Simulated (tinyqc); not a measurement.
Worked calculation: Pariser-Parr-Pople SCF with singles CI, for the molecule C=CC=C (SMILES; centres numbered as the heavy atoms are written). One step of it, computed by the program tinyqc.

Problem. Iteration 1: Fock matrix. F_rr = H_rr + P_rr gamma_rr / 2 + sum_(s != r) P_ss gamma_rs; F_rs = H_rs - P_rs gamma_rs / 2; E = tr P (H + F) / 2 + core repulsion sum_(r<s) z_r z_s gamma_rs.

P at the start:
```
           1C        2C        3C         4C
1C   1.000000  0.894427  0.000000  -0.447214
2C   0.894427  1.000000  0.447214   0.000000
3C   0.000000  0.447214  1.000000   0.894427
4C  -0.447214  0.000000  0.894427   1.000000
```

core matrix H (eV):
```
            1C          2C          3C          4C
1C  -23.257317   -2.600000    0.000000    0.000000
2C   -2.600000  -25.722843   -2.600000    0.000000
3C    0.000000   -2.600000  -25.722843   -2.600000
4C    0.000000    0.000000   -2.600000  -23.257317
```

repulsion gamma_rs (eV):
```
           1C         2C         3C         4C
1C  11.130000   5.344246   3.872270   2.880801
2C   5.344246  11.130000   5.346327   3.872270
3C   3.872270   5.346327  11.130000   5.344246
4C   2.880801   3.872270   5.344246  11.130000
```

Centres (angstrom, eV; a flat drawing with bonds scaled to 1.40 angstrom):

| centre | x | y | core charge z | W | gamma_rr |
|---|---|---|---|---|---|
| 1C | -1.848000 | -0.127000 | 1 | 11.160000 | 11.130000 |
| 2C | -0.559000 | 0.421000 | 1 | 11.160000 | 11.130000 |
| 3C | 0.559000 | -0.421000 | 1 | 11.160000 | 11.130000 |
| 4C | 1.848000 | 0.127000 | 1 | 11.160000 | 11.130000 |

Give: F; pi energy.

Solution.

F (eV):
```
        1C      2C      3C      4C
1C  -5.595  -4.990   0.000   0.644
2C  -4.990  -5.595  -3.795   0.000
3C   0.000  -3.795  -5.595  -4.990
4C   0.644   0.000  -4.990  -5.595
```

pi energy = -50.236 eV
